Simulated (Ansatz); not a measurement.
A calculation with Ansatz (development build ahead of 0.2.0).

```yaml
crystal:
  periodic: [false, false, false]
  atoms:
    - { symbol: C, position_ang: [-0.04847, -0.01178, -0.3019] }
    - { symbol: O, position_ang: [0.03611, 1.11357, 0.23585] }
    - { symbol: O, position_ang: [0.00493, -1.08649, 0.1864] }
    - { symbol: H, position_ang: [0.02345, 0.01409, -1.43118] }
basis:
  gaussian: { orbitals: cc-pVTZ }
total_charge: -1
hamiltonian:
  xc: hf
```

The input is written out in the form of the current development build from the run's settings.

The run gave:

```
Converged                       : yes
Total energy                    : -188.25912 hartree
Spin squared of the determinant : 0.000
```

Caution: no diffuse functions for an anion.
